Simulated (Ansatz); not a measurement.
## hcp Ca (model structure)

Method: r²SCAN in Ansatz (PAW).

Run with plane-wave cutoff 500 eV, 24×24×12 k mesh (along the axes of the cell as run), Fermi–Dirac smearing 0.1 eV, scalar-relativistic PAW data made under PBE.

Cell (relaxed at this level):

```cif
data_Ca2
_chemical_formula_sum 'Ca2'
_space_group_name_H-M_alt 'P63/mmc'
_space_group_IT_number 194
_space_group_name_Hall '-P 6c 2c'
_cell_length_a 3.93920
_cell_length_b 3.93920
_cell_length_c 6.46718
_cell_angle_alpha 90.000
_cell_angle_beta 90.000
_cell_angle_gamma 120.000
loop_
_atom_site_label
_atom_site_type_symbol
_atom_site_symmetry_multiplicity
_atom_site_Wyckoff_symbol
_atom_site_fract_x
_atom_site_fract_y
_atom_site_fract_z
_atom_site_occupancy
Ca1 Ca 2 c 0.33333 0.66667 0.25000 1
```

```yaml
band_gap: zero (no gap)
```

Note: the relaxation could raise the start's symmetry but not lower it, so the cell can be a saddle point.

The computed numbers hold no vibrational or temperature effects.

A model structure was made by putting elements into a prototype or built by hand; it is no filed structure, need not be a known phase, and can be a saddle point held by its symmetry.

Ansatz is a program for electronic structure.
